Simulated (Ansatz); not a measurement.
C4H12N2, SMILES `CC(C)(C)NN`, one more setting.

```yaml
crystal:
  periodic: [false, false, false]
  atoms:
    - {symbol: C, position_ang: [-0.495999, -1.392898, -0.009107]}
    - {symbol: C, position_ang: [0.241674, -0.057132, -0.101997]}
    - {symbol: C, position_ang: [1.720150, -0.258556, 0.194661]}
    - {symbol: C, position_ang: [0.060122, 0.543629, -1.487905]}
    - {symbol: N, position_ang: [-0.238252, 0.912543, 0.890196]}
    - {symbol: N, position_ang: [-1.630413, 1.125873, 0.822689]}
    - {symbol: H, position_ang: [-0.379861, -1.833744, 0.986600]}
    - {symbol: H, position_ang: [-1.561244, -1.258814, -0.209293]}
    - {symbol: H, position_ang: [-0.106718, -2.108421, -0.737661]}
    - {symbol: H, position_ang: [2.251384, 0.694405, 0.149250]}
    - {symbol: H, position_ang: [2.167659, -0.942390, -0.529276]}
    - {symbol: H, position_ang: [1.868429, -0.687413, 1.191325]}
    - {symbol: H, position_ang: [0.627087, 1.473056, -1.574042]}
    - {symbol: H, position_ang: [-0.993131, 0.765511, -1.665279]}
    - {symbol: H, position_ang: [0.406074, -0.151061, -2.257051]}
    - {symbol: H, position_ang: [0.042970, 0.597410, 1.814379]}
    - {symbol: H, position_ang: [-1.824831, 2.078134, 1.097657]}
    - {symbol: H, position_ang: [-2.155081, 0.499877, 1.424865]}
basis:
  gaussian: {orbitals: "6-31++G**", point_charges: [{charge: -1.00, position_ang: [4.966, -0.255, 0.092]}]}
hamiltonian: {xc: {name: B97M-V}}
scf: {lower_state_search: full}
output: {forces: true}
```

```sh
$ ansatz run in.yaml --threads 2 --pin off --events-out ev --progress --plain --max-ram 22528MiB --backend cpu
```

It prints (some lines left out):

```
Functional definition: B97M-V
1928 factors; their error is unknown
mean field evaluation 1: about -7303.1842 eV, gradient 9.2e1 eV
mean field evaluation 2: about -7209.3758 eV, gradient 1.9e2 eV
mean field evaluation 4: about -7323.3759 eV, gradient 1.3e1 eV
mean field evaluation 8: about -7323.7425 eV, gradient 3.4e-1 eV
mean field evaluation 16: about -7323.6243 eV, gradient 5.8e-4 eV
mean field -7323.62432587 eV, -269.1382298449 hartree, gradient 5.7e-5 eV, S^2 0.000000; 0 other end points of the search recorded, 0 dependent functions left out
reference -7323.62448117 eV, -269.1382355522 hartree; 25, 25 occupied and 161, 161 virtual orbitals, 1928 factors
Total energy: -7323.62448117 eV, -269.1382355522 hartree
Atom 0 at    -0.495999    -1.392898    -0.009107 Å, force    -0.132075     0.044237    -0.021383 eV/Å
Atom 1 at     0.241674    -0.057132    -0.101997 Å, force     0.340829    -0.198757    -0.009757 eV/Å
Atom 2 at     1.720150    -0.258556     0.194661 Å, force    -0.104236     0.118717    -0.100708 eV/Å
Atom 3 at     0.060122     0.543629    -1.487905 Å, force    -0.111626     0.049438    -0.004391 eV/Å
Atom 4 at    -0.238252     0.912543     0.890196 Å, force     0.269889     0.185583     0.036953 eV/Å
Atom 5 at    -1.630413     1.125873     0.822689 Å, force    -0.485062     0.026001    -0.139140 eV/Å
Atom 6 at    -0.379861    -1.833744     0.986600 Å, force     0.019076     0.007589    -0.024488 eV/Å
Atom 7 at    -1.561244    -1.258814    -0.209293 Å, force    -0.067315    -0.054482    -0.002101 eV/Å
Atom 8 at    -0.106718    -2.108421    -0.737661 Å, force     0.009159     0.036515     0.046879 eV/Å
Atom 9 at     2.251384     0.694405     0.149250 Å, force     0.160934    -0.305439    -0.006121 eV/Å
Atom 10 at     2.167659    -0.942390    -0.529276 Å, force     0.155910     0.187315     0.180018 eV/Å
Atom 11 at     1.868429    -0.687413     1.191325 Å, force     0.066392     0.028693    -0.093310 eV/Å
Atom 12 at     0.627087     1.473056    -1.574042 Å, force     0.003776    -0.083039     0.006660 eV/Å
Atom 13 at    -0.993131     0.765511    -1.665279 Å, force    -0.018596     0.007373    -0.051406 eV/Å
Atom 14 at     0.406074    -0.151061    -2.257051 Å, force     0.021552     0.045240     0.059133 eV/Å
Atom 15 at     0.042970     0.597410     1.814379 Å, force     0.048096    -0.034701    -0.031629 eV/Å
Atom 16 at    -1.824831     2.078134     1.097657 Å, force     0.040239    -0.060800     0.092572 eV/Å
Atom 17 at    -2.155081     0.499877     1.424865 Å, force    -0.040227     0.009258     0.062631 eV/Å
Dipole moment:     0.373727    -0.156108     0.299717 e Å
```

Hardware: 2 threads of an AMD EPYC 7R13 on a shared host. Wall time 21 s, peak host memory 0.38 GiB.
